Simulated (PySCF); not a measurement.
TDDFT excited states: SO2

Compound: SO2.
Bonds: O1–S2 (double), S2–O3 (double).

Theory: TDDFT B3LYP/def2-SVPD, vertical, gas phase, core orbitals frozen in the response (PySCF). Geometry: PBE0-D3(BJ)/def2-SVP; no solvent, vibrations or thermal averaging.

| state | E (eV) | E (kJ/mol) | λ (nm) | f | \|μ\| (D) | symmetry | main configurations (H = HOMO, L = LUMO) |
| --- | --- | --- | --- | --- | --- | --- | --- |
| S1 | 3.92 | 378 | 316.5 | 0.0039 | 0.51 | B1 or B2 | H→L (99%) |
| S2 | 4.26 | 411 | 291.4 | 0.0000 | 0.00 | – | H-1→L (100%) |
| S3 | 6.18 | 596 | 200.6 | 0.061 | 1.61 | B1 or B2 | H-2→L (87%) |
| S4 | 8.06 | 778 | 153.9 | 0.0023 | 0.27 | B1 or B2 | H-3→L (99%) |
| S5 | 8.16 | 787 | 152.0 | 0.0000 | 0.00 | – | H-4→L (100%) |
| S6 | 8.32 | 802 | 149.1 | 0.043 | 1.17 | A1 | H→L+1 (95%) |
| S7 | 8.81 | 850 | 140.7 | 0.0001 | 0.06 | – | H-1→L+1 (51%), H→L+3 (47%) |
| S8 | 8.99 | 867 | 138.0 | 0.036 | 1.02 | A1 | H→L+2 (73%), H-1→L+3 (12%), H-5→L (12%) |
| S9 | 9.11 | 879 | 136.1 | 0.0000 | 0.00 | – | H-2→L+1 (95%) |
| S10 | 9.15 | 882 | 135.6 | 0.0001 | 0.05 | – | H-5→L (55%), H→L+2 (22%), H-1→L+3 (18%) |

Triplets (Tamm–Dancoff): T1 2.94 eV, H→L (99%); T2 3.70 eV, H-2→L (99%); T3 3.77 eV, H-1→L (99%); T4 6.83 eV, H-5→L (96%).

The lowest singlet lies at 3.92 eV (316 nm, ultraviolet) and is very weak; its leading configuration is HOMO→LUMO (99%). The most intense listed level is S3 at 6.18 eV (201 nm, f = 0.061), 2.26 eV above S1. Löwdin shares by element: HOMO oxygen 67%, sulfur 33%; LUMO oxygen 53%, sulfur 47%. Orbital energies (eV): HOMO-3 -13.78, HOMO-2 -10.57, HOMO-1 -10.15, HOMO -9.49, LUMO -4.09, LUMO+1 -0.03, LUMO+2 0.52. The listed states span 5.23 eV, and the widest gap between neighbours is 1.93 eV (S2 to S3). Weighted by f, the mean energy of these states is 7.47 eV. All these states lie below the vertical ionisation energy of 12.53 eV (ΔSCF). Symmetry labels in C2v follow from the direction of the transition dipole and are given only for states with f of 0.002 or more; B1 and B2 swap with the choice of axes. Only the lowest 10 singlets were computed, as vertical energies without vibronic structure.

On one thread of an AMD EPYC 9B45, shared host with 96 logical CPUs at a one-minute load of 17, this took 4.2 s of wall time and 0.32 GiB of memory at its peak.
